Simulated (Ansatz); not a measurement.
Total energies of NSi, SMILES `N#[Si]` radical.

Z-matrix (Å, degrees):
```
N
Si 1 1.564
```

The species carries charge 0 and has multiplicity 2. Geometry: relaxed with PBE0-D4/def2-TZVP. Basis def2-TZVPP, Ansatz.

RPA on PBE orbitals: Hartree–Fock energy of these orbitals -343.25500 Eh, correlation -0.47765 Eh (frozen core).

```json
{"functional": "PBE", "kind": "GGA", "energy without D4 (Eh)": "-343.94431", "D4 term (kJ/mol)": "-2.6"}
{"functional": "revPBE", "kind": "GGA", "energy without D4 (Eh)": "-344.08102", "D4 term (kJ/mol)": "-7.9"}
{"functional": "BLYP", "kind": "GGA", "energy without D4 (Eh)": "-344.15554", "D4 term (kJ/mol)": "-5.9"}
{"functional": "r2SCAN", "kind": "meta-GGA", "energy without D4 (Eh)": "-344.09058", "D4 term (kJ/mol)": "-0.5"}
{"functional": "B97M-V", "kind": "meta-GGA with VV10", "energy without D4 (Eh)": "-344.06037", "D4 term (kJ/mol)": "–"}
{"functional": "PBE0", "kind": "global hybrid, 25 % exact exchange", "energy without D4 (Eh)": "-343.95702", "D4 term (kJ/mol)": "-2.1"}
{"functional": "r2SCANh", "kind": "meta-GGA hybrid, 10 %", "energy without D4 (Eh)": "-344.08220", "D4 term (kJ/mol)": "-0.6"}
{"functional": "r2SCAN0", "kind": "meta-GGA hybrid, 25 %", "energy without D4 (Eh)": "-344.07058", "D4 term (kJ/mol)": "-0.6"}
{"functional": "BHLYP", "kind": "global hybrid, 50 %", "energy without D4 (Eh)": "-344.11294", "D4 term (kJ/mol)": "-3.5"}
{"functional": "CAM-B3LYP", "kind": "range-separated hybrid", "energy without D4 (Eh)": "-344.12614", "D4 term (kJ/mol)": "-2.1"}
{"functional": "LC-ωPBE", "kind": "long-range corrected hybrid", "energy without D4 (Eh)": "-343.99357", "D4 term (kJ/mol)": "–"}
{"functional": "ωB97X-V", "kind": "range-separated hybrid GGA with VV10", "energy without D4 (Eh)": "-344.07035", "D4 term (kJ/mol)": "–"}
{"functional": "B2PLYP", "kind": "double hybrid", "energy without D4 (Eh)": "-343.98713", "D4 term (kJ/mol)": "–"}
{"functional": "PBE-QIDH", "kind": "double hybrid", "energy without D4 (Eh)": "-343.84961", "D4 term (kJ/mol)": "–"}
```

Q: Give the same for LDA (SPW92), B3LYP, HSE06 (plane-wave form), ωB97M-V. (An estimate is asked.)

A: Computed: 
```json
{"functional": "LDA (SPW92)", "kind": "LDA", "energy without D4 (Eh)": "-342.55241", "D4 term (kJ/mol)": "–"}
{"functional": "B3LYP", "kind": "global hybrid, 20 %", "energy without D4 (Eh)": "-344.16798", "D4 term (kJ/mol)": "-4.3"}
{"functional": "HSE06 (plane-wave form)", "kind": "screened hybrid", "energy without D4 (Eh)": "-343.94838", "D4 term (kJ/mol)": "-2.0"}
{"functional": "ωB97M-V", "kind": "range-separated hybrid meta-GGA with VV10", "energy without D4 (Eh)": "-344.11489", "D4 term (kJ/mol)": "–"}
```

B3LYP takes the VWN-RPA correlation (the form of Gaussian; ORCA's B3LYP/G). HSE06 is the plane-wave form, built on full-range PBE exchange. The double hybrids freeze the cores in their second-order part.

LC-ωPBE has ω = 0.4 bohr⁻¹.
